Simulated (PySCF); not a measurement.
Species: 2-methyl-1-pyrroline, C5H9N.
SMILES: `CC1=NCCC1`

Linear response at CAM-B3LYP/def2-SVPD (PySCF, frozen core in the response, non-relativistic). Geometry: PBE0-D3(BJ)/def2-SVP; no solvent, vibrations or thermal averaging.

Static isotropic polarisability: 65.09 au (9.64 Å³), principal values 52.0, 65.0, 78.3 au.

(1) What is the polarisability at 1064 nm and at the sodium D line?

(2) What is the isotropic C6 coefficient between two such molecules, C6 = (3/π)∫α(iω)² dω?

(3) Which effective excitation energy ω̄ makes London's formula C6 = (3/4)α²ω̄ exact here?

(4) What n − 1 at the D line would an ideal gas of it have at 273.15 K and 1 atm (2.6868 × 10¹⁹ cm⁻³), by n − 1 = 2π·N·α′?

(5) How anisotropic is the static polarisability, by Δα² = ½[(α1 − α2)² + (α2 − α3)² + (α3 − α1)²]?

(6) How many electrons N does the Slater–Kirkwood formula C6 = (3/4)·√N·α^(3/2) need to give this C6?

(7) What molar refraction at the D line follows from R = (4π/3)·N_A·α′, with α′ the polarisability volume?

Results:

(1) 65.57 au at 1064 nm (+0.7 %), 66.72 au at 589.3 nm (+2.5 %). The rise at 589.3 nm is 3.35 times that at 1064 nm; a pure ω² law gives 3.26. The lowest singlet lies at 219 nm, shorter than both wavelengths.

(2) 1844 au (Eh·bohr⁶) by a ten-point quadrature over imaginary frequencies, which is 1100 eV·Å⁶ or 106 J·nm⁶/mol.

(3) ω̄ = 4·C6/(3α²) = 0.580 Eh = 15.8 eV. A one-pole form α(ω) = α/(1 − ω²/ω̄²) fitted to the 1064 nm value gives 13.5 eV.

(4) 16.69 × 10⁻⁴, a formal value whether or not that pressure can be reached.

(5) Δα = 22.8 au, or 0.35 of the isotropic value.

(6) N = (4·C6/3)²/α³ = 21.9; the species has 46 electrons in all.

(7) α′ = 9.89 Å³ gives R = 24.94 cm³/mol, for isolated, non-vibrating species.
